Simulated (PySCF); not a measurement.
# Ionisation energy of H by level of theory

H 1s1 (2S) → H⁺ (bare nucleus), as a difference of total energies. Computed with PySCF 2.14 in dyall-av2z, with the non-relativistic Hamiltonian (point nucleus). The calculations carry no spin-orbit coupling.

```json
{"method": "UHF", "ionisation energy (eV)": "13.604"}
{"method": "LDA", "ionisation energy (eV)": "13.024"}
{"method": "PBE", "ionisation energy (eV)": "13.604"}
{"method": "PBE0", "ionisation energy (eV)": "13.640"}
{"method": "r2SCAN", "ionisation energy (eV)": "13.609"}
{"method": "r2SCANh", "ionisation energy (eV)": "13.608"}
{"method": "wB97X-V", "ionisation energy (eV)": "13.626"}
{"method": "TPSS", "ionisation energy (eV)": "13.610"}
{"method": "ROHF", "ionisation energy (eV)": "13.604"}
```

For comparison: 13.598 eV (theoretical estimate listed by NIST; NIST Atomic Spectra Database, ionization energies).
